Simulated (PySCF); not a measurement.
# Relaxation of singlet BF₂⁺

These are results of PySCF, PBE0, basis B def2-TZVP, F def2-TZVP (no relativity, density fitting), not measurements. A (50,194) grid was used.

A hand-made linear start, of D∞h symmetry, held to at least that symmetry:

Coordinates in bohr (charge 1 multiplicity 1):
```
B     0.0000    0.0000    0.0000
F     0.0000    0.0000    2.7594
F     0.0000    0.0000   -2.7594
```

(1) What forces act on the atoms at the start (eV/Å)?

(2) What does it relax to?

(3) How much energy is released, and in how many steps?

Answers

(1) 
| atom | Fx | Fy | Fz |
| --- | --- | --- | --- |
| B1 | 0.00 | 0.00 | 0.00 |
| F2 | 0.00 | 0.00 | -8.65 |
| F3 | 0.00 | 0.00 | 8.65 |

(2) It ends at D∞h with B–F 1.226 Å (×2); F–B–F 180.0°. A frequency run shows a minimum. Other isomers or separated fragments may lie lower.

(3) 249.2 kJ/mol in 4 steps.

The relaxation took of the order of 11 core-seconds on a shared host.
